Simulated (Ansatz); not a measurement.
## How settings move the results for Rh

```xyz
1
Lattice="0.0000 1.9153 1.9153 1.9153 0.0000 1.9153 1.9153 1.9153 0.0000" Properties=species:S:1:pos:R:3 pbc="T T T"
Rh    0.0000    0.0000    0.0000
```

The cell was built from the fcc type and relaxed in the same program, and has space group Fm-3m; it needn't be a known or the stable phase.

Spin polarisation is left out, and whether a magnetic state lies lower isn't shown here.

All numbers below come from Ansatz 0.2.0, DFT, PBE, all-electron LAPW, scalar-relativistic.

The runs use a Γ-centred 16×16×16 k mesh, Fermi–Dirac smearing of 0.05 eV, basis error target 0.5 meV/atom, no spin polarisation. One setting is then changed at a time.

```csv
LAPW cutoff (eV),free energy less the base's (meV/atom),P (GPa)
292 (base),0.0,-0.04
90,?,5.32
150,21.6,?
260,0.2,-0.04
400,-0.1,-0.04
```

Question: Give the missing entry: row "90", column "free energy less the base's (meV/atom)".

Answer: 430.

Question: What belongs in the row "150", column "P (GPa)"?

Answer: 0.18.
